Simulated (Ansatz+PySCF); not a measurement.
A calculation with Ansatz (development build ahead of 0.2.0).

```yaml
crystal:
  periodic: [false, false, false]
  atoms:
    - { symbol: B, position_ang: [0.04826, -0.00737, 0.87009] }
    - { symbol: B, position_ang: [-0.03629, -0.02184, -0.8543] }
    - { symbol: H, position_ang: [1.00375, -0.03651, -0.03254] }
    - { symbol: H, position_ang: [-0.99394, 0.02366, -0.04404] }
    - { symbol: H, position_ang: [-0.03397, 1.05795, 1.50282] }
    - { symbol: H, position_ang: [-0.03945, -1.02711, 1.44804] }
    - { symbol: H, position_ang: [-0.0403, 1.08037, -1.46009] }
    - { symbol: H, position_ang: [-0.01026, -1.09858, -1.48015] }
basis:
  gaussian: { orbitals: def2-SVP }
magnetization:
  spin_polarized: true
hamiltonian:
  xc: hf
correlation:
  method: ccsd_t
  frozen_orbitals: { B: 1, H: 0 }
scf:
  omitted_lower_state_checks: [stability, starts, atomic_configurations, cluster_reference, orbital_swaps, given_window_search, neighbouring_geometries, increment]
```

The input is written out in the form of the current development build from the run's settings.

Results

```yaml
Converged: yes
Reference_energy: -52.77073 hartree
CCSD_correlation_energy: -0.25852 hartree
Triples_correction: -0.00633 hartree
Total_energy: -53.03557 hartree
Spin_squared_of_the_determinant: 0.000
Largest_doubles_amplitude: 0.04
```
